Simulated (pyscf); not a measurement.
Optimised with ωB97X-D3(BJ)/def2-SVP in PySCF.

Problem. Estimate by transition-state theory the rate constant of F–SiH: [singlet] + NH₃ -> HN=SiH–F + H₂ (singlet surface; H–N, H–N broken, N–Si, H–H formed) at 900 K, with ωB97M-D3(BJ)/def2-TZVP energies (ideal gas, 1 atm, RRHO with modes under 100 cm⁻¹ raised to 100, one conformer, R ln 2 for chiral ones without a mode under 150 cm⁻¹; no tunnelling).

Solution. The electronic barrier is 59.3 kcal/mol and the thermal terms add +25.2, so ΔG‡ = 84.5 kcal/mol. With k_BT/h = 1.88e+13 s⁻¹ and RT = 1.788 kcal/mol, and a volume of 1.23e-19 cm³ per molecule at 1 atm, k = 7.1e-27 cm³ molecule⁻¹ s⁻¹. Wigner's tunnelling factor for 1416i cm⁻¹ would be 1.21. A shift of 1 kcal/mol in the barrier changes k by a factor 1.7. On the reactant side the descent ends in an adduct with a N–Si contact (not fully relaxed), 26.8 kcal/mol under the separated species and 86.4 kcal/mol under the saddle at ωB97X-D3(BJ)/def2-TZVP. What is counted as formed (N–Si) is already present as a longer contact in the reactant adduct; forming that adduct is a step of its own. The same reactants have a lower exit, to H₂N–Si:–F [singlet] + H₂ (barrier +6.6 kcal/mol at ωB97M-D3(BJ)/def2-TZVP, against +59.3 kcal/mol here). HN=SiH–F lies 25.8 kcal/mol over its isomer H₂N–Si:–F [singlet] (electronic energy, ωB97M-D3(BJ)/def2-TZVP). One saddle was located; it need not be the lowest between these sides. One closed-shell reference is unstable to symmetry breaking; treat the single-reference values with care.
